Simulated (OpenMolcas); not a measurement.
# A ladder of methods for CHP (methylidynephosphane)

CHP: 3 atoms, total charge 0, spin state singlet. As SMILES, `C#P`. The coordinates come from a GFN2-xTB relaxation.

```xyz
3

C    -0.1371    0.0598   -0.0664
P     1.1492   -0.5127    0.5742
H    -1.0121    0.4528   -0.5078
```

Each level gives the energy change with the C1–P2 bond stretched from 1.547 to 3.094 Å (eV). The values are calculated.

| level | kind | program | value (eV) | less FCI/STO-3G | CPU time (all runs) |
| --- | --- | --- | --- | --- | --- |
| HF/STO-3G (restricted) | Hartree–Fock | OpenMolcas | 12.65 | +5.10 | 4.2 s |
| B3LYP/STO-3G (restricted) | global hybrid | OpenMolcas | 12.14 | +4.59 | 10 s |
| PBE0/STO-3G (restricted) | global hybrid | OpenMolcas | 12.76 | +5.21 | 6.9 s |
| FCI/STO-3G | exact in the basis | OpenMolcas | 7.55 | 0.00 | 5.6 s |

FCI/STO-3G is exact within its basis and frozen core, so for wave-function methods in that basis the difference is their error; functionals converge differently with the basis, so for them it is only a difference. Spin-restricted single references rise too steeply as a bond breaks. The first shape isn't each level's own minimum. The values span 7.55 to 12.76 eV. All rows use very small basis sets, so even the best lies far from the true value. Times are those of the runs behind each value, whatever else they computed, on shared processors of several kinds: orders of magnitude only.
